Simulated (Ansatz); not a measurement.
Relaxation of H₄LiNSi (7 atoms, charge 0, multiplicity 1), to a largest force component of 0.02 eV/Å in at most 40 steps.

Level of theory: RHF/def2-mTZVP in Ansatz.

```xyz
7
Properties=species:S:1:pos:R:3:forces:R:3
Li -2.100 0.178 0.872 0.56 -0.18 -0.03
Si -0.396 0.068 -0.846 -0.03 0.06 -0.73
N 0.228 -0.093 0.848 0.44 0.30 0.70
H 0.098 -1.209 -1.445 -0.21 -0.21 -0.02
H 0.576 0.978 -1.531 -0.07 0.23 -0.06
H 0.576 0.803 1.176 -0.14 -0.45 -0.02
H 1.017 -0.726 0.925 -0.54 0.24 0.16
```

Where does it end, and by what steps?

The run converged. After 10 steps the energy has fallen by 0.281 eV; H7 moved furthest, 0.40 Å.

```json
{"step": "0", "energy less start (eV)": "0.0000", "largest force component (eV/Å)": "0.732", "accepted": "yes"}
{"step": "1", "energy less start (eV)": "-0.1707", "largest force component (eV/Å)": "0.698", "accepted": "yes"}
{"step": "2", "energy less start (eV)": "-0.2390", "largest force component (eV/Å)": "0.903", "accepted": "yes"}
{"step": "3", "energy less start (eV)": "-0.2063", "largest force component (eV/Å)": "1.084", "accepted": "no"}
{"step": "4", "energy less start (eV)": "-0.2750", "largest force component (eV/Å)": "0.140", "accepted": "yes"}
{"step": "5", "energy less start (eV)": "-0.2773", "largest force component (eV/Å)": "0.122", "accepted": "yes"}
{"step": "6", "energy less start (eV)": "-0.2746", "largest force component (eV/Å)": "0.170", "accepted": "no"}
{"step": "7", "energy less start (eV)": "-0.2787", "largest force component (eV/Å)": "0.076", "accepted": "yes"}
{"step": "8", "energy less start (eV)": "-0.2801", "largest force component (eV/Å)": "0.124", "accepted": "yes"}
{"step": "9", "energy less start (eV)": "-0.2805", "largest force component (eV/Å)": "0.066", "accepted": "yes"}
{"step": "10", "energy less start (eV)": "-0.2809", "largest force component (eV/Å)": "0.019", "accepted": "yes"}
```

```xyz
7
Properties=species:S:1:pos:R:3
Li -1.800 0.130 0.974
Si -0.416 0.025 -0.965
N 0.128 0.004 0.850
H 0.244 -1.215 -1.489
H 0.473 1.080 -1.550
H 0.711 0.786 1.087
H 0.660 -0.811 1.093
```

Whether the end is a true minimum wasn't checked by a vibrational analysis.

Run time: 9.4 s on 1 thread of Arm Neoverse V1, with other jobs on the host, peak memory 0.11 GiB.
